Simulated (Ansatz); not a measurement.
**Scan of [Cl···H···Si], triplet**

Starting geometry:

```yaml
atoms:
  - { symbol: Cl, position_ang: [0.0000, 0.0000, -1.5969] }
  - { symbol: H, position_ang: [0.0000, 0.0000, -0.3181] }
  - { symbol: Si, position_ang: [0.0000, 0.0000, 1.9151] }
```

From there H2 is moved from one fragment to the other while all else, the fragments' distance too, stays fixed; atoms are numbered as listed. Energies are in kcal/mol, counted from the starting geometry at the same level.

Basis cc-pVDZ; Ansatz 0.2.0. Only valence electrons are correlated (noble-gas cores frozen). R marks a restricted (for open shells ROHF) determinant. Active spaces: valence = (12e, 9o) chosen from the atoms' valence shells.

Runs in a small pair space aren't shown, since their orbitals change along the scan.

Full CI isn't at hand for all of this; RCCSDTQ serves as the reference, and is uncertain by about the last step of the cluster series.

| distance Cl1-H2 (Å) | CASSCF (valence space) |
| --- | --- |
| 1.279 | 0.0 |
| 1.392 | 1.8 |
| 1.619 | 13.5 |
| 1.845 | 20.0 |
| 2.072 | 25.2 |

Task: Estimate the RCCSDTQ curve in cc-pVDZ from this one, knowing how CASSCF (valence space) errs.

Result: The computed RCCSDTQ values, in kcal/mol from the starting point, and the error of CASSCF (valence space) against them:
| distance Cl1-H2 (Å) | RCCSDTQ | CASSCF (valence space) less RCCSDTQ |
| --- | --- | --- |
| 1.279 | 0.0 | 0.0 |
| 1.392 | 1.8 | 0.0 |
| 1.619 | 13.4 | 0.0 |
| 1.845 | 20.8 | -0.8 |
| 2.072 | 28.1 | -2.9 |

The error spans 3.0 kcal/mol and is largest, -2.9 kcal/mol, at 2.072 Å.
